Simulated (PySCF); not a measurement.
Write Cartesian coordinates for InChI=1S/C2H3F3S/c3-2(4,5)1-6/h6H,1H2/p-1 as optimised with PBE0-D3(BJ)/def2-SVP. (Charge -1.)

```xyz
8
C2H2F3S angstrom
F      0.393    1.026   -1.355
C     -0.188    0.016   -0.692
F     -1.511    0.154   -0.858
F      0.143   -1.111   -1.399
C      0.240   -0.093    0.745
S     -0.164    1.329    1.773
H      1.329   -0.307    0.681
H     -0.221   -1.044    1.088
```

Orientation and origin are arbitrary. Atoms count from 1 in this order. The C–F distances run from 1.341 Å (F1–C2, drawn single) to 1.371 Å (C2–F4, drawn single), a spread of 0.030 Å.

Bonds between heavy atoms (Å): F1–C2 1.341, C2–F3 1.341, C2–F4 1.371, C2–C5 1.504, C5–S6 1.800.

Level of theory: PBE0-D3(BJ)/def2-SVP geometry optimisation, gas phase (PySCF).

Point group: Cs (every atom within 0.08 Å of its image). No PBE0-D3(BJ)/def2-SVP frequencies stand behind this structure, so it isn't proved a minimum. The geometry's basis has no diffuse functions, a weakness for an anion.

The run took 19 s wall on one thread, Arm Neoverse V1, no GPU, shared host. This is the geometry optimisation.
